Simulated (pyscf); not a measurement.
**Routes from H₂C=C=CH₂ (SMILES C=C=C) + H₂O (SMILES O)**

Candidate steps break at most two bonds and form at most two. Each was searched with GFN2-xTB (tblite) first. Single points on ωB97X-D3(BJ)/def2-SVP structures (PySCF, gas phase). Correlated levels are frozen-core, on RHF or UHF. ΔMP2 is the change of the MP2 total energy from the triple- to the quadruple-zeta basis. Energies: CCSD(T)/def2-TZVPP + ΔMP2(QZVPP), kJ/mol, from the separated reactants, singlet surface; ΔG‡ with ideal gas, 1 atm, RRHO with modes under 100 cm⁻¹ raised to 100, one conformer, R ln 2 for chiral ones without a mode under 150 cm⁻¹.

| products | type | ΔE‡ | ΔE | ΔG‡ 298 K | ΔG‡ 900 K | ν‡ (cm⁻¹) |
|---|---|---|---|---|---|---|
| H₂C=C(CH₃)–OH | addition across a multiple bond or ene-type step | 225.7 | -131.1 | 259.7 | 341.6 | 1410i |
| H₂C=CH–CH₂–OH | addition across a multiple bond or ene-type step | 249.3 | -90.3 | 287.0 | 370.7 | 1207i |

Plain bond fissions and candidates not yet searched are not listed, and one of them may be faster. Each barrier is that of the saddle found; lower ones may exist. The CCSD(T) − MP2 part came from Ansatz, without density fitting, on the same reference.
